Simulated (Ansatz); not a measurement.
**C2H2ClNO: one species, many methods**

One table from this session's results is given with a row withheld; the runs are named, their logs left out.

Program: Ansatz 0.2.0, Gaussian basis. Level of theory: functionals in def2-TZVPP, the program's frozen cores in correlated methods. These are calculated values, not measurements.

Plan: LDA (SPW92), PBE-D4, revPBE-D4, BLYP-D4, r2SCAN-D4, B97M-V, PBE0-D4, B3LYP-D4, r2SCANh-D4, r2SCAN0-D4, HSE06-D4, BHLYP-D4, CAM-B3LYP-D4, LC-ωPBE, ωB97X-V, ωB97M-V, B2PLYP, PBE-QIDH; CCSD(T)/def2-SVP; CCSD(T)/def2-TZVPP; MP2/def2-QZVPP; extrapolation to the limit; RPA on PBE.

## The geometry

An earlier PBE0-D4 in a triple-zeta def2 set relaxation fixed the geometry.

SMILES `ClC1=NCO1`, 7 atoms, charge 0, spin multiplicity 1.

Atoms are counted from 1 here; the program's logs count them from 0.

Bond lengths: Cl1–C2 1.684 Å, C2–N3 1.276 Å, C2–O5 1.349 Å, N3–C4 1.463 Å, C4–O5 1.471 Å, C4–H6 1.090 Å, C4–H7 1.090 Å. Angles: Cl1–C2–N3 132.6°, Cl1–C2–O5 121.8°, N3–C2–O5 105.6°, C2–N3–C4 83.1°, N3–C4–O5 90.9°, N3–C4–H6 114.7°, N3–C4–H7 114.7°, O5–C4–H6 110.5°, O5–C4–H7 110.5°, H6–C4–H7 113.2°, C2–O5–C4 80.4°.

Set-up of the first run:

Contents of in.yaml:

```yaml
crystal:
  periodic: [false, false, false]
  atoms:
    - {symbol: Cl, position_ang: [-2.238415, -1.213500, -0.603643]}
    - {symbol: C, position_ang: [-0.792627, -0.405666, -0.296446]}
    - {symbol: N, position_ang: [-0.070145, 0.371119, -1.005236]}
    - {symbol: C, position_ang: [0.767350, 0.397323, 0.193551]}
    - {symbol: O, position_ang: [-0.159973, -0.507469, 0.890205]}
    - {symbol: H, position_ang: [0.810957, 1.362056, 0.698206]}
    - {symbol: H, position_ang: [1.743952, -0.071863, 0.077764]}
basis:
  gaussian: {orbitals: def2-TZVPP}
hamiltonian: {xc: lda}
output: {orbitals: {seedname: orbitals}}
```

Command:

```bash
$ ansatz run in.yaml --threads 2 --pin off --events-out ev --progress --plain --max-ram 4352MiB
```

Steps of the session up to this table: LDA; PBE-D4 (GGA); revPBE-D4 (GGA); BLYP-D4 (GGA); r2SCAN-D4 (meta-GGA); B97M-V (meta-GGA); PBE0-D4 (hybrid); B3LYP-D4 (hybrid); r2SCANh-D4 (hybrid); r2SCAN0-D4 (hybrid); HSE06-D4 (hybrid); BHLYP-D4 (hybrid); CAM-B3LYP-D4 (range-separated); LC-ωPBE (range-separated); ωB97X-V (range-separated); ωB97M-V (range-separated); B2PLYP (double hybrid); PBE-QIDH (double hybrid).

One of the session's tables, all rows but one given; the rest of the session is left out.

It belongs to the step «Orbital energies across the functionals». 

```
  functional  HOMO (eV)  gap (eV)
 LDA (SPW92)      -7.09      5.69
      PBE-D4      -6.88      5.72
   revPBE-D4      -6.80      5.73
     BLYP-D4      -6.74      5.69
   r2SCAN-D4      -7.16      6.18
      B97M-V      -7.19      6.35
     PBE0-D4      -8.25      8.11
    B3LYP-D4      -8.00      7.60
  r2SCANh-D4      -7.67      7.07
  r2SCAN0-D4          ?         ?
    HSE06-D4      -7.84      7.32
    BHLYP-D4      -9.47     10.48
CAM-B3LYP-D4      -9.64     10.67
     LC-ωPBE     -11.03     13.26
     ωB97X-V     -10.63     12.82
     ωB97M-V     -10.52     12.64
```

Q: Estimate the row for r2SCAN0-D4 from the others.

Worked estimate for «HOMO (eV)». Against the share of exact exchange, r2SCAN-D4 (0, -7.16), r2SCANh-D4 (0.1, -7.67) give a slope of -5.10 per unit share; at 0.25 the line stands at -8.43.

As computed: HOMO (eV): -8.44; gap (eV): 8.41. In «HOMO (eV)» the line misses by +0.01.
